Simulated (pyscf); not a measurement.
PySCF, gas phase, ωB97X-D3(BJ)/def2-SVP geometries.

Task: F–BH–F + methane (CH₄) → hydrogen fluoride (HF) + H₃C–BH–F
Surface: singlet. Broken: B–F, C–H. Formed: F–H, B–C. Give ΔE‡ and ΔE from HF/def2-TZVP, relative to the separated reactants.

Result: ΔE‡ = 82.2 kcal/mol, ΔE = +41.9 kcal/mol. CCSD(T)/def2-TZVPP + ΔMP2(QZVPP) gives 60.4 kcal/mol and +36.6 kcal/mol. Zero-point energy shifts the barrier by -0.7 kcal/mol. It is a four-centre exchange, with an imaginary mode of 1207i cm⁻¹. The same reactants have a lower exit, to H₃C–B(F)–F + H₂ (barrier +50.3 kcal/mol at ωB97M-D3(BJ), against +58.4 kcal/mol here). One saddle was located; it need not be the lowest between these sides. The CCSD(T) − MP2 part came from Ansatz, without density fitting, on the same reference.
